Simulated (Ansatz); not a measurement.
We consider 1T (CdI2-type) CdI₂, described by B3LYP (VWN-RPA form) in Ansatz (plane waves, PAW).

Settings: plane-wave cutoff 460 eV, 9×9×4 k mesh (along the axes of the cell as run), Fermi–Dirac smearing 0.01 eV, scalar-relativistic PAW data made under PBE.

Cell (measured lattice):

```cif
data_CdI2
_chemical_formula_sum 'Cd1 I2'
_space_group_name_H-M_alt 'P 1'
_space_group_IT_number 1
_cell_length_a 4.24400
_cell_length_b 4.24400
_cell_length_c 6.85900
_cell_angle_alpha 90.000
_cell_angle_beta 90.000
_cell_angle_gamma 120.000
loop_
_space_group_symop_operation_xyz
  'x, y, z'
loop_
_atom_site_label
_atom_site_type_symbol
_atom_site_fract_x
_atom_site_fract_y
_atom_site_fract_z
_atom_site_occupancy
Cd1 Cd 0.00000 0.00000 0.00000 1
I1 I 0.33333 0.66667 0.24920 1
I2 I 0.66667 0.33333 0.75080 1
```

**Question.** Predict the band gap and smallest direct gap on the k points sampled.

**Answer.** 
- band gap = 3.58 eV
- smallest direct gap on the k points sampled = 3.90 eV

Note: cell and atoms aren't relaxed at this level (pressure 3.2 GPa).

Spin–orbit coupling is not included; with these elements it can move the gap by several tenths of an eV or more.

The computed numbers hold no vibrational or temperature effects.

It cost very roughly 6 core-minutes of CPU time.

Ansatz is an electronic-structure program.
